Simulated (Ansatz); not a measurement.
**AlSiH+ (doublet): from Hartree-Fock to the top rungs, 6-31G**

Aim: climb from Hartree-Fock through coupled cluster and multireference methods for AlSiH+ (doublet) at one geometry and basis, and see what each rung misses.

Method: 6-31G, core rule «outside noble gas», up to 10 orbitals frozen; program: Ansatz 0.2.0, Gaussian basis.

To be run: UHF; CCSD(T) on ROHF; CCSD(T) on UHF; BCCD(T) on ROHF; CISD as a restricted active space (open shells left free, so some higher excitations enter); CCSDT(Q) on ROHF; CCSDT(Q) on UHF; CISDTQ; CCSDTQ on ROHF; CCSDTQ on UHF; CASSCF and MRCISD+Q, 7 electrons in 9 orbitals; CASSCF and NEVPT2, 7 electrons in 9 orbitals; Full CI.

14 further runs of the same task are left out: 7 that didn't finish, 7 set aside as unsound or not needed. Runs told in other sessions of the task aren't counted.

**1. What is computed**

The geometry is a PBE0/def2-TZVP stationary point (not a proven minimum) of the parent state, kept for this charge and spin.

3 atoms, charge 1, spin multiplicity 2.

Atoms are counted from 1 here; the program's logs count them from 0.

Bond lengths: Si1–Al2 2.354 Å, Al2–H3 1.595 Å. Angles: Si1–Al2–H3 180.0°.

**2. UHF**

File in.yaml:

```yaml
crystal:
  periodic: [false, false, false]
  atoms:
    - {symbol: Si, position_ang: [0.000000, 0.000000, 2.100805]}
    - {symbol: Al, position_ang: [0.000000, 0.000000, -0.252999]}
    - {symbol: H, position_ang: [0.000000, 0.000000, -1.847805]}
basis:
  gaussian: {orbitals: 6-31G}
total_charge: 1
magnetization: {spin_polarized: true, initial_magnetization: 1}
hamiltonian: {xc: hf}
output: {orbitals: {seedname: orbitals}}
```

Run with:

```
ansatz run in.yaml --threads 1 --pin off --events-out ev --progress --plain --max-ram 2393MiB
```

The runs that follow: CCSD(T) on ROHF; CCSD(T) on UHF; BCCD(T) on ROHF; CISD as a restricted active space (open shells left free, so some higher excitations enter); CCSDT(Q) on ROHF; CCSDT(Q) on UHF; CISDTQ; CCSDTQ on ROHF; CCSDTQ on UHF; CASSCF and MRCISD+Q, 7 electrons in 9 orbitals; CASSCF and NEVPT2, 7 electrons in 9 orbitals; Full CI.

Q: Predict the results of all the runs planned. Wanted: FCI from the RHF energy; RMP2 from FCI; UMP2 from FCI; RCCSD from FCI; RCCSD(T) from FCI; UCCSD(T) from FCI; RCCSDT(Q) from FCI; UCCSDT(Q) from FCI; NEVPT2 valence from FCI.

The runs gave:

| quantity | value |
| --- | --- |
| FCI from the ROHF energy | -2.1486 eV |
| RMP2 from FCI | +746.0 meV |
| UMP2 from FCI | +746.2 meV |
| RCCSD from FCI | +66.1 meV |
| RCCSD(T) from FCI | +23.5 meV |
| UCCSD(T) from FCI | +23.3 meV |
| RCCSDT(Q) from FCI | +0.9 meV |
| UCCSDT(Q) from FCI | +0.7 meV |
| NEVPT2 valence from FCI | +119.2 meV |
| MRCISD+Q valence from FCI | +3.1 meV |
| levels within 1 kcal/mol (43 meV) | RCCSD(T), UCCSD(T), BCCD(T), RCCSDT, UCCSDT, CISDTQ, RCCSDT(Q), UCCSDT(Q), RCCSDTQ, UCCSDTQ, MRCISD valence, MRCISD+Q valence |
| T1 diagnostic | 0.027 |
| effectively unpaired electrons | 1.08 |

What this shows: RCCSD(T) lands +23.5 meV from the yardstick (1.1 % of the correlation energy). One determinant dominates. Of the multireference levels listed MRCISD+Q valence comes nearest in total energy (+3.1 meV), which doesn't show that its space is the better one. Coupled cluster took another determinant than the lowest Hartree-Fock one. These misses are within one basis, not against nature; the frozen cores of restricted and unrestricted runs differ, which can shift their rows.

Levels on UHF freeze UHF's core orbitals, full CI those of ROHF, so the U rows can settle a little off it for that reason alone.

With open shells the CI space here admits some higher excitations, so it is larger than plain CISD.
